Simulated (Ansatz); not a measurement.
`N/C=C\N` + H–F → `N/C=C\F` + NH₃ at 400 K and 1 bar (substitution at a C–N bond).

Computed with Ansatz on PBE0-D4/def2-TZVP structures; ΔE is electronic, products minus reactants. CBS: MP2 limit from def2 TZ/QZ plus the TZ coupled-cluster correction, frozen cores. This one scheme is used for every species. Double bonds are as drawn, so ΔE can hold a change between cis and trans. Each species was taken in one conformer, which may not be the lowest.

```json
{"species": "`N/C=C\\N`", "CCSD(T)/CBS energy (Eh)": "-189.09320", "H − E (kJ/mol)": "253.8", "S (J/(mol·K))": "317.0"}
{"species": "H–F", "CCSD(T)/CBS energy (Eh)": "-100.39570", "H − E (kJ/mol)": "36.5", "S (J/(mol·K))": "182.2"}
{"species": "`N/C=C\\F`", "CCSD(T)/CBS energy (Eh)": "-232.96965", "H − E (kJ/mol)": "185.4", "S (J/(mol·K))": "304.4"}
{"species": "NH₃", "CCSD(T)/CBS energy (Eh)": "-56.50880", "H − E (kJ/mol)": "104.2", "S (J/(mol·K))": "203.1"}
```

H − E and S are ideal-gas, rigid-rotor, harmonic terms from PBE0-D4/def2-TZVP, for one conformer and one mirror image of each species. 1 Eh = 2625.50 kJ/mol, R = 8.31446 J/(mol·K).

**Question.** By hand: ΔE, ΔH, ΔS and ΔG.

**Answer.** ΔE = (-232.96965) + (-56.50880) − (-189.09320) − (-100.39570) = 0.01045 Eh = 27.4 kJ/mol. Δ(H − E) = 185.4 + 104.2 − 253.8 − 36.5 = -0.7, so ΔH = 26.7 kJ/mol. ΔS = 304.4 + 203.1 − 317.0 − 182.2 = 8.3 J/(mol·K). ΔG = 26.7 − 400 × (8.3)/1000 = 23.4 kJ/mol.

**Question.** By hand: the equilibrium constant, and the temperature at which ΔG would vanish if ΔH and ΔS stayed fixed.

**Answer.** log₁₀ K = −ΔG/(RT ln 10) = -3.1. ΔG = 0 at ΔH/ΔS = 3217 K, far beyond where these terms or the molecules hold.

The number of gas molecules stays the same, so ΔS is small and ΔH decides. A doubt of 5 kJ/mol in ΔE shifts log₁₀ K by 0.7 here. Other conformers and mirror images would add mixing entropy, several J/(mol·K) or more a flexible species. These are equilibria of isolated gas molecules and say nothing of rates. Largest T1 diagnostic: 0.012 (customary marks: 0.02 for closed shells, 0.045 for open ones).
